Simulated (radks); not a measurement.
**B³⁺ in 1s1.5 2s0.5: an all-electron calculation**

Wanted: eigenvalues, radial structure and energy terms of the boron ion B3+.

Method: Dirac Kohn-Sham, LDA (Slater exchange, Perdew-Wang correlation), spin-unpolarised, spherical densities, point nucleus. Code: radks (a radial shooting solver on a logarithmic mesh, Libxc functionals) version 1.

### Step 1. The atom as given

| Item | Value |
| --- | --- |
| element | boron (Z = 5) |
| charge | +3 |
| electrons | 2 |
| configuration | 1s1.5 2s0.5 |

### Step 2. The run

The run's settings:

```text
Z 5
configuration 1s1.5 2s0.5 2p0 3s0
relativity Dirac
functional lda,pw
spin unpolarised
j_filling average
nucleus point
c 137.035999084
```

What does the calculation give?

The runs gave:

| quantity | value |
| --- | --- |
| total energy | -18.16364 hartree |
| exchange-correlation share of it | 11.03 % |
| −T/E | 0.9956 |
| highest occupied level | 2s1/2, -47.935 eV |
| most extended occupied level | 2s1/2, <r> = 1.45 bohr |
| radius at density 0.001 e/bohr³ | 2.43 bohr |
| maxima of the radial density | 2 |

What this shows: 2 principal shells are occupied and 2 maxima appear in the radial density. This is not the tabulated ground configuration, so its levels and sizes aren't those of the ground state, and no measured value stands beside it.
